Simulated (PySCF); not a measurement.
C₅H₁₂O.
Bonds: C1–C2, C2–C3, C3–O4, C3–C5, C5–C6. Hydrogens: H7, H8, H9 on C1; H10, H11 on C2; H12 on C3; H13 on O4; H14, H15 on C5; H16, H17, H18 on C6.

Computed geometry: GFN2-xTB, gas phase.

Problem. Give the optimised bond lengths and angles.

Solution. 
```csv
bond,length (pm)
"C1–C2, C5–C6",152.4
"C2–C3, C3–C5",153.6
C3–O4,141.1
C1–H7 and 5 like bonds,108.7
"C2–H10, C5–H14",109.1
"C2–H11, C5–H15",109.4
C3–H12,109.5
O4–H13,96.5
```

Bonds in one row agree within 1 pm and their mean is given. A selection of angles:
```csv
angle,degrees
C2–C1–H7,110.7
C2–C1–H8,110.2
H7–C1–H8,108.8
H8–C1–H9,108.2
C1–C2–C3,111.7
C1–C2–H10,109.8
C1–C2–H11,109.6
C3–C2–H10,109.0
C3–C2–H11,108.7
H10–C2–H11,107.8
C2–C3–O4,111.3
C2–C3–C5,111.0
C2–C3–H12,109.3
O4–C3–H12,104.4
C3–O4–H13,108.1
```

Torsions: C1–C2–C3–O4 -60° (synclinal); C2–C3–C5–C6 -176° (antiperiplanar); H13–O4–C3–C2 -62° (synclinal).

O4 (alcohol oxygen) is bent (angle 108.1°). Of the pairs four or more bonds apart, O4···H17 is among the closest relative to their van der Waals radii: 2.58 Å, 95 % of the sum of Bondi's values.

Point group: Cs (tolerance 0.08 Å). Whether it is a minimum is left open (no frequencies). The numbers are those of one conformer (C1–C2–C3–O4 -60°, C2–C3–O4–H -62°, C2–C3–C5–C6 -176°).
